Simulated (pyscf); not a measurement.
Single points on ωB97X-D3(BJ)/def2-SVP structures (PySCF, gas phase).

SMILES: [O]=[Ta]([F])([F])[Cl]
```xyz
5

O      1.0649     1.8664    -0.5635
Ta     0.2697     0.3781    -0.3536
F      0.5766    -0.1669     1.4127
F     -1.5514     0.6828    -0.6688
Cl     1.1566    -1.1042    -1.8682
```
Charge 0, spin multiplicity 1.

### Question
What is the homolytic dissociation enthalpy (298 K, ωB97M-D3(BJ)/def2-TZVP) of the Cl–Ta bond of O=Ta(F)(F)–Cl (SMILES [O]=[Ta]([F])([F])[Cl]), to [O=Ta(F)–F]• + Cl•?

### Answer
Cl–Ta to [O=Ta(F)–F]• + Cl•: 112.6 kcal/mol. The 7 functionals that were run give +109.1 (M06-2X) to +119.8 kcal/mol (ωB97X-D3(BJ)/def2-TZVP). The radicals are drawn with the spin at the cut bond; how far it spreads was not checked. Other isomers of [O=Ta(F)–F]• were not searched in full and may lie lower. Left out: the spin-orbit lowering of Cl. Open-shell species with a d-block atom are single-reference here; other states, and whether the spin sits on metal or ligand, were not checked. Elements past Kr carry the def2 core potentials, without spin-orbit coupling.
